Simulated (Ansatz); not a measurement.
CH₉NSi, singlet: a pair in one relaxed arrangement.

Input (in.yaml):

```yaml
crystal:
  periodic: [false, false, false]
  atoms:
    - {symbol: C, position_ang: [0.182625, -0.351917, -2.113761]}
    - {symbol: H, position_ang: [1.252522, -0.561765, -2.094952]}
    - {symbol: H, position_ang: [-0.168297, -0.377956, -3.144826]}
    - {symbol: H, position_ang: [-0.005107, 0.635946, -1.693249]}
    - {symbol: H, position_ang: [-0.352344, -1.105477, -1.535272]}
    - {symbol: Si, position_ang: [-0.755517, 0.433651, 1.598677]}
    - {symbol: N, position_ang: [0.838504, -0.197586, 1.466010]}
    - {symbol: H, position_ang: [-1.708206, -0.584766, 1.085875]}
    - {symbol: H, position_ang: [-1.012087, 0.704847, 3.036926]}
    - {symbol: H, position_ang: [-1.021640, 1.699781, 0.850321]}
    - {symbol: H, position_ang: [1.589169, 0.247849, 1.968657]}
    - {symbol: H, position_ang: [1.160380, -0.542507, 0.575694]}
basis:
  gaussian: {orbitals: STO-3G}
hamiltonian: {xc: pbe, dispersion: d4}
```

Launched with

```bash
ansatz run in.yaml --threads 4 --pin off --events-out ev --progress --plain --max-ram 9574MiB
```

The run's output (Ansatz 0.2.0):

```
Functional definition: PBE
  name "PBE"
  cite "Perdew, Burke & Ernzerhof, Phys. Rev. Lett. 77, 3865 (1996) doi:10.1103/PhysRevLett.77.3865"
  parent pbe
  parameter kappa = 0.804
  parameter beta = 0.06672455060314922
  exchange = pbe_x(kappa = kappa, mu = beta*pi^2/3)
  correlation = pbe_c(beta = beta)
350 factors; integrals over basis functions are off by at most 3.7e-5 eV
mean field evaluation 1: about -10416.7081 eV, gradient 2.4e1 eV
mean field evaluation 2: about -10416.0288 eV, gradient 2.9e1 eV
mean field evaluation 4: about -10418.5361 eV, gradient 6.6e-1 eV
mean field evaluation 8: about -10418.4506 eV, gradient 5.3e-3 eV
mean field -10418.45061330 eV, -382.8709981592 hartree, gradient 1.7e-5 eV, S^2 0.000000; 0 other end points of the search recorded, 0 dependent functions left out
reference -10418.45063827 eV, -382.8709990768 hartree; 18, 18 occupied and 10, 10 virtual orbitals, 350 factors
Total energy: -10418.60611079 eV, -382.8767125868 hartree
```

The lines “mean field evaluation” count trial sets of orbitals through the whole run, from several starts and some on an approximate energy, so they need not fall steadily or lie above the final value.

Hardware: 4 CPU threads of an Arm Neoverse V1, shared host. Wall time about 0.35 s.
